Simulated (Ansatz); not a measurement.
Write a Python script for Ansatz 0.2.0 through its Python package that makes an active-space calculation of C₂H₄Si, SMILES C#C[SiH3]. Use: Hartree-Fock, 6-31G* basis, multiplicity 1.

`c2h4si.xyz`
```text
7

C    -0.58360   -1.93980    0.18440
C    -0.26020   -0.76170    0.06590
Si    0.29540    1.01110   -0.11200
H    -0.89130   -2.89230    0.26300
H    -0.07700    1.56440   -1.42890
H    -0.25710    1.86870    0.97410
H     1.83510    1.08170    0.00790
```

`c2h4si.py`:
```python
'''Active-space calculation on C2H4Si.'''

import ansatz as az


def main() -> None:
    system = az.Crystal.molecule_from_extxyz('c2h4si.xyz')

    base = (
        system.calculation()
        .basis(gaussian='6-31G*')
        .correlation(active_electrons=4, active_orbitals=4)
    )
    for method in [None]:
        summary = (base if method is None else base.correlation(method)).run(threads=1).report
        space = summary['configurations']
        state = space['states'][0]
        print(method or 'casscf', f'total {summary["free_energy_ev"] / 27.211386246:.6f} Ha, active-space state {state["energy"]["hartree"]:.6f} Ha, mean field {summary["reference_energy_ev"] / 27.211386246:.6f} Ha')
        print('  determinants', state['n_determinants'], ' natural occupations', [round(n, 3) for n in space['natural_occupations']])


if __name__ == '__main__':
    main()
```

```console
$ python c2h4si.py
casscf total -366.978240 Ha, active-space state -366.978240 Ha, mean field -366.907276 Ha
  determinants 36  natural occupations [1.933, 1.933, 0.067, 0.067]
```

What to keep in mind:
- Total energies depend on the basis set; only differences at equal settings carry meaning.
- The geometry is a force-field or estimated start, not a minimum of this method, and the basis set is short of its limit. The active space starts as a window about the frontier orbitals and is then optimised, not chosen by chemistry.
- It ran for 1.3 s on 1 thread of Arm Neoverse V1, on a shared host, peak memory 0.16 GiB.
